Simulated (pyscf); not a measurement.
Four-centre exchange: H₃C–InH–CH₃ (SMILES [CH3][InH][CH3]) + HF (SMILES F) → CH₄ (SMILES C) + H₃C–InH–F (SMILES [CH3][InH][F])

Gas phase, singlet surface, charge 0. Bonds broken: C1–In2, F11–H12. Bonds formed: C1–H12, In2–F11. PySCF, gas phase, ωB97X-D3(BJ)/def2-SVP geometries.

Transition state (Å):

```xyz
12

C     -2.5159     1.3492     0.7804
In    -0.1844     0.9226     0.6881
C      0.1419    -0.8903    -0.3956
H     -2.8646     0.7111    -0.0474
H     -3.3313     1.3429     1.5272
H     -2.4597     2.3968     0.4401
H      0.6790     2.3778     0.9574
H     -0.2245    -0.7809    -1.4282
H      1.2077    -1.1584    -0.4311
H     -0.4182    -1.7042     0.0880
F     -1.0709     0.3582     2.6638
H     -1.8275     0.7841     1.9402
```

One imaginary mode, 968i cm⁻¹; descent along it reached the two sides named, in the forms told below.

```
bond     change  reactant side (Å)  saddle  product side
-------  ------  -----------------  ------  ------------
C1–In2   breaks              2.188   2.372           3.0
F11–H12  breaks              0.933   1.130         2.329
C1–H12    forms              2.343   1.462         1.102
In2–F11   forms              2.522   2.238         1.987
```

Electronic energies relative to the separated reactants (kcal/mol):

```csv
level,barrier,reaction energy,reverse barrier
ωB97X-D3(BJ)/def2-TZVP,1.2,-28.0,29.3
PBE/def2-TZVP,-2.1,-29.7,27.7
r²SCAN/def2-TZVP,-3.1,-30.9,27.8
B3LYP-D3(BJ)/def2-TZVP,1.2,-30.3,31.5
PBE0-D3(BJ)/def2-TZVP,0.2,-27.3,27.5
M06-2X/def2-TZVP,-0.3,-29.5,29.3
ωB97M-D3(BJ)/def2-TZVP,2.1,-28.6,30.7
HF/def2-TZVP,15.7,-31.6,47.3
```

With ωB97M-D3(BJ)/def2-TZVP energies and thermal terms (ideal gas, 1 atm, RRHO with modes under 100 cm⁻¹ raised to 100, one conformer, R ln 2 for chiral ones without a mode under 150 cm⁻¹), in kcal/mol:

```json
[
 {"T (K)": "298", "ΔH‡": "0.8", "ΔG‡": "11.0", "ΔH": "-27.7", "ΔG": "-27.2"},
 {"T (K)": "600", "ΔH‡": "0.5", "ΔG‡": "21.6", "ΔH": "-28.7", "ΔG": "-26.2"},
 {"T (K)": "900", "ΔH‡": "0.7", "ΔG‡": "32.1", "ΔH": "-29.4", "ΔG": "-24.8"},
 {"T (K)": "1200", "ΔH‡": "1.1", "ΔG‡": "42.5", "ΔH": "-29.9", "ΔG": "-23.2"}
]
```

On the reactant side the descent ends in a complex (not fully relaxed), 6.6 kcal/mol under the separated species and 7.9 kcal/mol under the saddle at ωB97X-D3(BJ)/def2-TZVP. On the product side the descent ends in a complex, 4.3 kcal/mol under the separated species and 33.6 kcal/mol under the saddle at ωB97X-D3(BJ)/def2-TZVP. At PBE, r²SCAN, M06-2X the saddle lies under the separated reactants, which points to a path from their complex (located at ωB97X-D3(BJ) alone). One saddle was located; it need not be the lowest between these sides. Elements past Kr carry the def2 core potentials, without spin-orbit coupling.
